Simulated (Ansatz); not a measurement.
Input file:

```yaml
crystal:
  periodic: [false, false, false]
  atoms:
    - {symbol: Si, position_ang: [0.058515, -0.021735, 0.558634]}
    - {symbol: O, position_ang: [-0.106359, 0.108072, -1.073215]}
    - {symbol: H, position_ang: [1.173826, -0.767223, 1.059804]}
    - {symbol: H, position_ang: [0.053370, 1.288876, 1.090213]}
    - {symbol: H, position_ang: [-1.253252, -0.841626, 0.975135]}
    - {symbol: H, position_ang: [0.083842, -0.789865, -1.655549]}
basis:
  gaussian: {orbitals: cc-pVDZ}
magnetization: {spin_polarized: true, initial_magnetization: 0}
correlation: {method: ccsd, electrons: outside_noble_gas}
scf: {lower_state_search: off}
output: {forces: true}
```

```sh
$ ansatz run in.yaml --threads 1 --pin off --events-out ev --progress --plain --max-ram 2176MiB
```

The program prints:

```
these checks for a lower state are left out or cut short: starts, cluster_reference, orbital_swaps, neighbouring_geometries, increment
482 factors; integrals over basis functions are off by at most 1.3e-3 eV
mean field evaluation 1: about -9960.6960 eV, gradient 2.2e1 eV
mean field evaluation 2: about -9960.7297 eV, gradient 2.2e1 eV
mean field evaluation 4: about -9962.7751 eV, gradient 1.5e0 eV
mean field evaluation 8: about -9962.7969 eV, gradient 5.3e-4 eV
mean field -9962.79689774 eV, -366.1260329658 hartree, gradient 2.7e-6 eV, S^2 0.000000; 0 other end points of the search recorded, 0 dependent functions left out
6 core orbitals not correlated: weight in the atoms' cores, before any rotation towards them, 1.000 or more for the frozen orbitals, at most 0.000 for the correlated occupied ones
reference -9962.79689774 eV, -366.1260329658 hartree; 7, 7 occupied and 39, 39 virtual orbitals, 482 factors
second order -8.19642653 eV of doubles, -0.00000000 eV of singles
cycle   1  -8.62743249 eV  change   -4.3e-1 eV  update   7.1e-2
cycle   2  -8.89746378 eV  change   -2.7e-1 eV  update   2.1e-2
cycle   3  -8.96028447 eV  change   -6.3e-2 eV  update   1.0e-2
cycle   4  -8.95852639 eV  change    1.8e-3 eV  update   2.3e-3
cycle   5  -8.95826279 eV  change    2.6e-4 eV  update   8.2e-4
cycle   6  -8.95820417 eV  change    5.9e-5 eV  update   2.3e-4
cycle   7  -8.95812161 eV  change    8.3e-5 eV  update   8.4e-5
cycle   8  -8.95812942 eV  change   -7.8e-6 eV  update   3.0e-5
cycle   9  -8.95813304 eV  change   -3.6e-6 eV  update   9.3e-6
cycle  10  -8.95813041 eV  change    2.6e-6 eV  update   3.3e-6
cycle  11  -8.95813234 eV  change   -1.9e-6 eV  update   1.2e-6
the calculation of the forces begins
Total energy: -9971.75503009 eV, -366.4552382573 hartree
Atom 0 at     0.058515    -0.021735     0.558634 Å, force    -2.749571    -2.116115     0.757465 eV/Å
Atom 1 at    -0.106359     0.108072    -1.073215 Å, force     1.194422    -3.130680    -4.154665 eV/Å
Atom 2 at     1.173826    -0.767223     1.059804 Å, force     1.099963    -0.555294     0.247960 eV/Å
Atom 3 at     0.053370     1.288876     1.090213 Å, force    -0.008317     1.396955     0.543026 eV/Å
Atom 4 at    -1.253252    -0.841626     0.975135 Å, force     1.262215     0.821522     0.099338 eV/Å
Atom 5 at     0.083842    -0.789865    -1.655549 Å, force    -0.798712     3.583611     2.506876 eV/Å
Dipole moment:     0.192268    -0.232702    -0.071094 e Å
Checks for a lower state left out: starts, cluster_reference, orbital_swaps, neighbouring_geometries, increment
```

Forces (eV/Å):
```
Si  -2.750 -2.116  0.757
O    1.194 -3.131 -4.155
H    1.100 -0.555  0.248
H   -0.008  1.397  0.543
H    1.262  0.822  0.099
H   -0.799  3.584  2.507
```

Ran on 1 thread of AMD EPYC 7R43, shared host: 9 s wall, 0.18 GiB peak host memory.
